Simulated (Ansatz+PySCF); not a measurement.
# doublet CH4(+): levels of theory in one basis

```xyz
5

C     0.0000    0.0000    0.2234
H    -0.5473    0.0000   -0.8294
H     0.5473    0.0000   -0.8294
H     0.0000   -0.9633    0.7177
H     0.0000    0.9633    0.7177
```

Basis set: cc-pVTZ (spherical functions). Frozen core: 1 orbital. Correlation on ROHF uses semicanonical orbitals with singles. Charge 1, multiplicity 2.

Computed with Ansatz (development build ahead of 0.2.0); each method stands on the lowest determinant of its kind that the runs found.

```
  method  E − E(ROHF) (eV)  <S²> of the determinant
    ROHF              0.00                     0.75
     UHF             -0.10                     0.76
ROHF-MP2             -4.46                        –
 UHF-MP2             -4.45                     0.76
```

Problem. What does ROHF-CCSD(T) give on the same scale?

Solution. -5.17 eV.

Problem. Is a single determinant a sound starting point here?

Solution. By this sign, yes. Unrestricted orbitals gain 0.10 eV and <S²> is 0.76 against 0.75 for a pure state.

Caution for ROHF-MP2, UHF-MP2: MP2 on this radical cation hangs on the determinant chosen.
